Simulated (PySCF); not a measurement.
System: C3H4N (charge +1, singlet). It need not be the lowest isomer of its formula. SMILES: C(=C)C#[NH+]
Geometry from a B3LYP-D3(BJ)/def2-TZVP (Ansatz) optimisation:
```
C
C 1 1.3400
H 2 1.0822 1 119.89
H 2 1.0824 3 117.63 1 -180.00
H 1 1.0846 2 123.81 3 0.00
C 1 1.4033 5 115.57 2 180.00
N 6 1.1433 5 151.19 1 -180.00
H 7 1.0077 5 161.23 1 180.00
```
Charge +1, spin multiplicity 1.

Dispersion corrections to the total energy (kcal/mol) from the dftd3 and dftd4 libraries through PySCF: D3(BJ) without and D4 with the three-body term, each with the damping fitted for the functional named.

| functional | D3(BJ) | D4 |
|---|---|---|
| BHLYP | -3.89 | -2.50 |
| PW6B95 | [?] | -2.00 |
| HSE06 | -1.82 | -1.73 |
| revPBE | -7.84 | -7.95 |
| B2GP-PLYP | [?] | -0.93 |
| CAM-B3LYP | -2.19 | -1.87 |
| r2SCAN | [?] | -0.55 |

Problem. What belongs in the gaps?

Solution. 
- PW6B95, D3(BJ): -1.37
- B2GP-PLYP, D3(BJ): -1.68
- r2SCAN, D3(BJ): -0.81
